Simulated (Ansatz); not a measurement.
A made-up structure of CH4OS, closed shell:

```
7
angstrom
C -0.7035 0.3922 -0.0044
O 0.5351 0.3264 0.6836
S 1.3306 -1.1058 0.5266
H -0.5509 0.3730 -1.0888
H -1.3590 -0.4356 0.2801
H 0.8811 0.8800 1.4010
H 1.9076 -0.8914 -0.6779
```

It is relaxed with PBE-D4/def2-SVP and then PBE0-D4/def2-TZVP (Ansatz 0.2.0). Atoms count as bonded within 1.22 times the sum of their covalent radii (H–H: 0.88 Å). The end point is not checked to be a true minimum.

(1) Does its bonding change? (Judge from chemistry; the calculation decides.)

Answers

(1) By the calculation: Yes. Formed: S3–H6; broken: O2–S3, O2–H6.

Where it ends: The first stage lowers the energy by 4.99 eV in 31 steps. It ends as a complex of CH₂O ([CH2][O]) + H₂S:
C1  (-0.965, 0.593, -0.220)
O2  (-0.028, 1.321, -0.051)
S3  (1.881, -1.279, 1.186)
H4  (-1.924, 0.969, -0.626)
H5  (-0.913, -0.486, 0.022)
H6  (1.499, -0.048, 0.791)
H7  (2.491, -1.530, 0.018)
(Å)

Labels in which every atom is bracketed show which atoms are joined, not bond orders.

For scale, one of the runs: PBE0-D4/def2-TZVP relaxation, 123 basis functions, launched by `ansatz run in.yaml --threads 2 --pin off --events-out ev --progress --plain --max-ram 4352MiB`. The run took about 22 s on 2 CPU threads of an Arm Neoverse V1 (shared host).
